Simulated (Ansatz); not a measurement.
# AlH3: how the atomization moves with the basis

AlH3, singlet; coordinates (Å): Al 0.000 0.000 0.000; H 1.586 0.015 0.000; H -0.806 1.366 -0.003; H -0.780 -1.381 0.003. Quantity: atomization.

Ansatz 0.2.0, basis aug-cc-pVDZ or cc-pVDZ or cc-pVTZ; geometries are PBE0/def2-TZVP minima. Wave-function levels freeze the cores; HF, MP2 and coupled cluster are restricted for singlets and unrestricted otherwise, atoms included (their steps beyond CCSDT(Q) come from restricted open-shell runs), Kohn–Sham unrestricted where that lies lower. The reference is CCSDTQ or full CI (coupled cluster only where its series has nearly closed). Semilocal and hybrid functionals correlate all electrons outside any core potential and usually lie nearer their basis limit than the reference, so part of their error here is the reference's basis and frozen-core error; RPA and the MP2 part of double hybrids freeze the same cores as the reference. None of these values is a measured one. Energies are electronic, without zero-point terms. No spin–orbit coupling and no scalar relativity. The species are chosen: bound, without strong static correlation by their natural occupations or amplitudes, in their lowest spin state as far as vertical gaps and like structures tell, and with a ladder that closes on the reference, so errors are smaller than for species at large; levels whose determinant breaks symmetry or spin markedly are left out.

```csv
level,cc-pVDZ (kcal/mol),aug-cc-pVDZ (kcal/mol),cc-pVTZ (kcal/mol)
reference,197.6 (full CI),200.3 (full CI),208.8 (CCSDTQ)
MP2,192.4,194.7,203.2
CCSD,197.3,200.0,208.5
CCSD(T),197.6,200.3,208.8
CCSDT,197.6,200.3,208.7
CCSDT(Q),197.6,200.3,208.8
PBE,199.4,199.1,202.5
B2PLYP,203.6,204.4,209.6
```

From cc-pVDZ to cc-pVTZ the reference moves by 11.2 kcal/mol and PBE by 3.1; the step from CCSD(T) to the reference is 0.0 in the first and 0.0 in the last.
